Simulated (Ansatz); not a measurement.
## SiPH3 (H-bridged), singlet: vertical spin and charge gaps

Geometry (PBE0/def2-TZVP stationary point for this spin, not checked as a minimum):

```xyz
5

Si   -0.0282    0.0000    1.0177
P    -0.0215    0.0000   -1.0416
H     1.2627    0.0000   -0.1869
H     0.0919    1.1877    1.9190
H     0.0919   -1.1877    1.9190
```

Basis cc-pVDZ; Ansatz 0.2.0. Correlated methods freeze the noble-gas cores. R marks a restricted (for open shells ROHF) determinant, U an unrestricted one.

Gaps are energies of the second state less the first, at fixed atoms, for a selection of the levels run; each method lands on the state that its own search finds for that charge and spin.

Removing an electron, to the doublet: 7.688 eV at UCCSDT(Q).

| level | gap (eV) | error (meV) |
| --- | --- | --- |
| RCCSD | 7.641 | -47 |
| UCCSD | 7.638 | -50 |
| UCCSD(T) | 7.687 | -1 |
| RCCSDT | 7.682 | -6 |
| UCCSDT | 7.682 | -6 |
| PBE | 7.902 | 214 |
| r2SCAN | 7.923 | 235 |
| B3LYP | 7.906 | 218 |
| wB97M-V | 7.933 | 245 |
| B2PLYP | 7.802 | 114 |

Triplet less singlet: 1.470 eV at UCCSDT(Q).

```tsv
level	gap (eV)	error (meV)
UHF	1.126	-344
UMP2	1.580	110
CISD	1.434	-36
RCCSD	1.458	-12
UCCSD	1.451	-19
RCCSD(T)	1.473	3
BCCD(T)	1.474	4
RCCSDT	1.468	-2
PBE	1.266	-204
PBE-QIDH	1.421	-49
```

In so small a basis the reference is far from its limit while semilocal and hybrid functionals are nearer theirs (RPA and double hybrids share part of the reference's basis error), so the functionals' errors here hold much of the reference's basis and frozen-core error, which can add to them or hide them.

Full CI isn't at hand for all of this; UCCSDT(Q) serves as the reference, and is uncertain by the last step of the cluster series or more. The frozen core follows each run's orbitals, which can shift R against U totals by a few meV.
